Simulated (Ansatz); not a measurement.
# Where CCSD(T) holds and where it slips

Each species is computed at the geometry given (Å), with frozen cores, in Ansatz 0.2.0: RHF-CCSD(T) for singlets, UHF-CCSD(T) otherwise, and full CI in the same basis. The program picks the determinant by trial CCSD, so it needn't be the lowest Hartree–Fock solution. States: BH2 A1, [BH2···H···H] A1, [H···H···OH] A'. Cases whose determinant has another symmetry than full CI's state, or whose (Q) step broke down, weren't drawn.

Problem. Judging by size, spin and bonding and the diagnostics given, rank them by the size of CCSD(T)'s error in total energy against full CI in the same basis, smallest first (an estimate).
A. BH$_{2}$, doublet, aug-cc-pVDZ: B 0.000 -0.122 0.000; H 0.000 0.652 -1.637; H 0.000 0.652 1.637. T1 0.058, (T) -92 meV in a correlation energy of -3.01 eV
B. [H···H···OH], doublet, 6-31G: H -1.801 0.050 0.000; H -0.994 0.050 0.000; O 0.151 0.050 0.000; H 0.403 -0.890 0.000. T1 0.019, (T) -38 meV in a correlation energy of -3.85 eV
C. [BH$_{2}$···H···H], doublet, 6-31G: B -0.181 0.000 0.000; H -0.778 1.034 0.000; H -0.778 -1.034 0.000; H 1.231 0.000 0.000; H 2.268 0.000 0.000. T1 0.012, (T) -28 meV in a correlation energy of -2.20 eV

Solution. C (11.5 meV), B (16.5 meV), A (48.1 meV).

```csv
species,basis,correlated electrons,CCSD(T) − full CI (meV),CCSDT(Q) − full CI (meV),unpaired electrons (full CI),T1,⟨S²⟩ of the determinant
"[BH2···H···H], doublet",6-31G,7,11.5,0.2,1.02,0.012,0.78
"[H···H···OH], doublet",6-31G,9,16.5,0.0,1.02,0.019,0.78
"BH2, doublet",aug-cc-pVDZ,5,48.1,0.0,1.14,0.058,0.90
```

Unpaired electrons are Σ n²(2−n)² over natural occupations; an open shell counts its own unpaired electrons too. Frozen cores follow each run's orbitals, which moves totals by a few meV.
